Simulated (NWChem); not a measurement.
System: Cl cation, triplet

Input file for NWChem:

```
start job
memory heap 200 mb stack 700 mb global 900 mb
charge 1
geometry units angstroms noautoz
  Cl     0.000000     0.000000     0.000000
end
basis spherical
  * library def2-svp
end
dft
  odft
  mult 3
  xc xpbe96 cpbe96
  iterations 150
  mulliken
end
task dft energy
```

The open p shell is one determinant without spherical averaging. No stability test was run on the SCF state.

What results follow from this input? (PBE/def2-SVP, spin-unrestricted.) Quantities: energy (Ha); highest occupied level (eV); lowest empty minus highest occupied level, either spin (eV); <S²>.


```json
{
 "energy (Ha)": "-459.32",
 "highest occupied level (eV)": "-18.40",
 "lowest empty minus highest occupied level, either spin (eV)": "0.43",
 "<S²>": "2.00"
}
```
